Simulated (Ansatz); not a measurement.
The input, for Ansatz 0.2.0:

```yaml
crystal:
  periodic: [false, false, false]
  atoms:
    - {symbol: Si, position_ang: [0.000000, 0.000000, 0.000000]}
    - {symbol: C, position_ang: [0.000000, 0.000000, 1.344000]}
basis:
  gaussian: {orbitals: 6-31G}
magnetization: {spin_polarized: false, initial_magnetization: 2}
correlation: {method: fic_mrcisd_q, electrons: outside_noble_gas, active_space: {window: {electrons: 4, orbitals: 4}}}
```

```sh
$ ansatz run in.yaml --threads 1 --pin off --events-out ev --progress --plain --max-ram 2393MiB
```

(1) Roughly how long does this take on 1 thread of Arm Neoverse V1, shared host, and how much host memory?

```
268 factors; integrals over basis functions are off by at most 5.8e-5 eV
mean field evaluation 1: about -8878.8604 eV, gradient 1.7e1 eV
mean field evaluation 2: about -8878.8687 eV, gradient 1.7e1 eV
mean field evaluation 4: about -8880.7879 eV, gradient 3.3e0 eV
mean field evaluation 8: about -8881.2050 eV, gradient 2.2e-1 eV
mean field evaluation 16: about -8880.0997 eV, gradient 1.3e1 eV
mean field evaluation 32: about -8881.2058 eV, gradient 1.8e-4 eV
mean field evaluation 64: about -8881.1630 eV, gradient 1.7e0 eV
mean field evaluation 96: about -8881.2058 eV, gradient 3.8e-6 eV
mean field -8881.20579603 eV, -326.3782931066 hartree, gradient 3.8e-6 eV, S^2 2.000000; 8 other end points of the search recorded, 0 dependent functions left out
reference -8881.20579603 eV, -326.3782931066 hartree; 11, 9 occupied and 11, 13 virtual orbitals, 268 factors
state -8881.84305844 eV, -326.4017120681 hartree
contracted CI cycle   1: correlation 0.00000000 eV, 0.0000000000 hartree, residual 1.01e1 eV
contracted CI cycle   2: correlation -2.11052518 eV, -0.0775603697 hartree, residual 2.31e0 eV
contracted CI cycle   3: correlation -2.25462612 eV, -0.0828559817 hartree, residual 9.72e-1 eV
contracted CI cycle   4: correlation -2.28220148 eV, -0.0838693576 hartree, residual 4.63e-1 eV
contracted CI cycle   5: correlation -2.29047493 eV, -0.0841734011 hartree, residual 2.41e-1 eV
contracted CI cycle   6: correlation -2.29252747 eV, -0.0842488307 hartree, residual 1.00e-1 eV
contracted CI cycle   7: correlation -2.29280299 eV, -0.0842589559 hartree, residual 3.73e-2 eV
contracted CI cycle   8: correlation -2.29284368 eV, -0.0842604512 hartree, residual 1.47e-2 eV
contracted CI cycle   9: correlation -2.29285002 eV, -0.0842606840 hartree, residual 4.99e-3 eV
contracted CI cycle  10: correlation -2.29285069 eV, -0.0842607086 hartree, residual 1.41e-3 eV
contracted CI cycle  11: correlation -2.29285074 eV, -0.0842607105 hartree, residual 4.05e-4 eV
state -8881.84305844 eV, -326.4017120681 hartree; corrected -8884.33202216 eV, -326.4931797978 hartree
Total energy: -8884.33202216 eV, -326.4931797978 hartree
```

Natural occupations: 1.9276 1.0000 1.0000 0.0724.

For the same geometry and basis full CI lies 25.1 meV lower.

## Answers

(1) 0.81 s wall and 0.07 GiB.
